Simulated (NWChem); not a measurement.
Extrapolating the CCSD correlation energy of phosphine (H3P)

SMILES: P
```xyz
4

P     -0.1302    -0.0034     0.0000
H      0.6666    -0.5810     1.0357
H      0.6666    -0.5810    -1.0357
H      0.6204     1.2123     0.0000
```
Charge 0, spin multiplicity 1.

Program: NWChem. Structure: optimised with PBE0/def2-SVP, a minimum by its harmonic frequencies.

The correlated methods keep 5 core orbitals frozen. Coupled-cluster values serve here as a point of comparison, not as the truth.

Worked example. The CCSD correlation energy is -198.80 mHa in cc-pVTZ and -208.42 mHa in cc-pVQZ. The form E(X) = E∞ + A/X³ turns the pair into an estimate of the basis-set limit.

E∞ = (4³·(-208.42) − 3³·(-198.80))/(4³ − 3³) = -215.4 mHa. The larger basis holds 97 % of that. This is a two-point estimate.
